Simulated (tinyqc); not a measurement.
UKS/PBE in the sto-6g basis, for CH2, spin multiplicity 3, step by step. One step of it, computed by the program tinyqc.

Question. Iteration 19 (converged): orbitals. Diagonalise F' = X^T F X, C = X C', fill 5 alpha and 3 beta electrons from the bottom; D(s) = C_occ C_occ^T. Each column has its largest component positive (the first on a tie).

converged F(alpha) (hartree), lower triangle:
```
            1C 1s      1C 2s     1C 2px     1C 2py     1C 2pz      2H 1s      3H 1s
1C 1s   -9.802675
1C 2s   -2.565864  -1.146540
1C 2px   0.000000   0.000000  -0.114380
1C 2py   0.000125   0.001101   0.000000  -0.212686
1C 2pz  -0.002789  -0.050274   0.000000   0.000584  -0.147513
2H 1s   -0.737049  -0.549383   0.000000  -0.244634  -0.139448  -0.349426
3H 1s   -0.748305  -0.555060   0.000000   0.246153  -0.140204  -0.183016  -0.354250
```

converged F(beta) (hartree), lower triangle:
```
            1C 1s      1C 2s    1C 2px     1C 2py     1C 2pz      2H 1s      3H 1s
1C 1s   -9.772410
1C 2s   -2.547707  -1.021270
1C 2px   0.000000   0.000000  0.055197
1C 2py   0.000122   0.001174  0.000000  -0.156319
1C 2pz  -0.008540  -0.109095  0.000000   0.000561   0.001528
2H 1s   -0.732805  -0.518074  0.000000  -0.236235  -0.142276  -0.340657
3H 1s   -0.743998  -0.523380  0.000000   0.237706  -0.143092  -0.175128  -0.345168
```

X:
```
                1          2          3         4          5          6          7
1C 1s   -0.272315  -0.011359   0.797888  0.000000  -0.579103   0.000882   0.172169
1C 2s    1.340248   0.045622  -0.290201  0.000000  -0.247123   0.002210   0.445982
1C 2px   0.000000   0.000000   0.000000  1.000000   0.000000   0.000000   0.000000
1C 2py  -0.048004   1.169287   0.000379  0.000000  -0.000888   0.605704  -0.002571
1C 2pz   0.543649   0.018969   0.601335  0.000000   0.711019   0.001249   0.174272
2H 1s   -0.854743  -0.966848  -0.156583  0.000000   0.119327   0.380792   0.358925
3H 1s   -0.933841   0.904678  -0.155790  0.000000   0.118957  -0.376032   0.362931
```

Give: F' = X^T F X; orbital energies; coefficients C; F' = X^T F X; orbital energies; coefficients C; D(alpha) after iteration 19; D(beta) after iteration 19.

Answer.

F' = X^T F X (alpha) (hartree), lower triangle:
```
        1       2       3       4       5       6       7
1   0.312
2  -0.011   0.488
3   0.514   0.026  -4.891
4   0.000   0.000   0.000  -0.114
5  -0.312  -0.018   4.227   0.000  -3.939
6  -0.001   0.030  -0.009   0.000   0.008  -0.351
7   0.071   0.006  -2.198   0.000   2.040  -0.004  -1.640
```

orbital energies (alpha) (hartree): MO1 -9.807, MO2 -0.568, MO3 -0.352, MO4 -0.168, MO5 -0.114, MO6 0.385, MO7 0.490

coefficients C (alpha):
```
           MO1     MO2     MO3     MO4    MO5     MO6     MO7
1C 1s    0.994  -0.225  -0.001   0.097  0.000  -0.168   0.006
1C 2s    0.029   0.714   0.005  -0.489  0.000   1.180  -0.045
1C 2px   0.000   0.000   0.000   0.000  1.000   0.000   0.000
1C 2py   0.000  -0.003   0.564   0.000  0.000   0.036   1.191
1C 2pz   0.004   0.099   0.000   0.850  0.000   0.679  -0.024
2H 1s   -0.008   0.245   0.413   0.206  0.000  -0.957  -0.888
3H 1s   -0.008   0.249  -0.410   0.205  0.000  -0.904   0.956
```

F' = X^T F X (beta) (hartree), lower triangle:
```
        1       2       3      4       5       6       7
1   0.372
2  -0.010   0.530
3   0.494   0.025  -4.795
4   0.000   0.000   0.000  0.055
5  -0.322  -0.018   4.306  0.000  -3.821
6  -0.002   0.067  -0.009  0.000   0.008  -0.323
7   0.124   0.007  -2.215  0.000   2.016  -0.004  -1.591
```

orbital energies (beta) (hartree): MO1 -9.776, MO2 -0.501, MO3 -0.328, MO4 0.009, MO5 0.055, MO6 0.432, MO7 0.536

coefficients C (beta):
```
           MO1     MO2     MO3     MO4    MO5     MO6     MO7
1C 1s    0.994  -0.203  -0.001   0.126  0.000  -0.174   0.006
1C 2s    0.027   0.591   0.004  -0.605  0.000   1.194  -0.047
1C 2px   0.000   0.000   0.000   0.000  1.000   0.000   0.000
1C 2py   0.000  -0.003   0.513  -0.001  0.000   0.038   1.213
1C 2pz   0.004   0.164   0.001   0.812  0.000   0.712  -0.025
2H 1s   -0.007   0.313   0.453   0.202  0.000  -0.937  -0.870
3H 1s   -0.008   0.319  -0.448   0.202  0.000  -0.883   0.938
```

D(alpha) after iteration 19, lower triangle:
```
         1C 1s   1C 2s  1C 2px  1C 2py  1C 2pz   2H 1s  3H 1s
1C 1s    1.048
1C 2s   -0.179   0.749
1C 2px   0.000   0.000   1.000
1C 2py   0.000   0.001   0.000   0.318
1C 2pz   0.064  -0.345   0.000   0.000   0.732
2H 1s   -0.044   0.076   0.000   0.232   0.199   0.273
3H 1s   -0.044   0.075   0.000  -0.232   0.199  -0.066  0.272
```

D(beta) after iteration 19, lower triangle:
```
         1C 1s  1C 2s  1C 2px  1C 2py  1C 2pz   2H 1s  3H 1s
1C 1s    1.030
1C 2s   -0.093  0.350
1C 2px   0.000  0.000   0.000
1C 2py   0.000  0.000   0.000   0.263
1C 2pz  -0.029  0.097   0.000   0.000   0.027
2H 1s   -0.071  0.187   0.000   0.231   0.052   0.303
3H 1s   -0.072  0.186   0.000  -0.231   0.052  -0.103  0.302
```
